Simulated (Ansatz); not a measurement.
We consider fcc Rh, described by RPBE (Ansatz, a program for electronic structure, plane waves, PAW).

Settings: plane-wave cutoff 520 eV, 24×24×24 k mesh, Fermi–Dirac smearing 0.05 eV, no spin polarisation, scalar-relativistic PAW data made under PBE.

Cell (relaxed at this level):

```cif
data_Rh4
_chemical_formula_sum 'Rh4'
_space_group_name_H-M_alt 'Fm-3m'
_space_group_IT_number 225
_space_group_name_Hall '-F 4 2 3'
_cell_length_a 3.85342
_cell_length_b 3.85342
_cell_length_c 3.85342
_cell_angle_alpha 90.000
_cell_angle_beta 90.000
_cell_angle_gamma 90.000
loop_
_atom_site_label
_atom_site_type_symbol
_atom_site_symmetry_multiplicity
_atom_site_Wyckoff_symbol
_atom_site_fract_x
_atom_site_fract_y
_atom_site_fract_z
_atom_site_occupancy
Rh1 Rh 4 a 0.00000 0.00000 0.00000 1
```
(The calculation used a cell of 1 atom; values per cell refer to that cell.)

Question: Estimate the bulk modulus B0 and pressure derivative B′ of the bulk modulus that the calculation returns.

Answer: 
* **bulk modulus B0**: 238 GPa
* **pressure derivative B′ of the bulk modulus**: 5.3

The run finds no gap.

Measured, for comparison: bulk modulus 271 GPa (corrected for temperature and zero-point phonon effects, our sources range from 271 to 289; as tabulated in Levämäki et al. (2014), arXiv:1402.3671). Computed (rounded) less measured: bulk modulus -12 % (-12 % to -18 % over the range).

The computed numbers hold no vibrational or temperature effects.

The result took roughly 40 core-seconds.
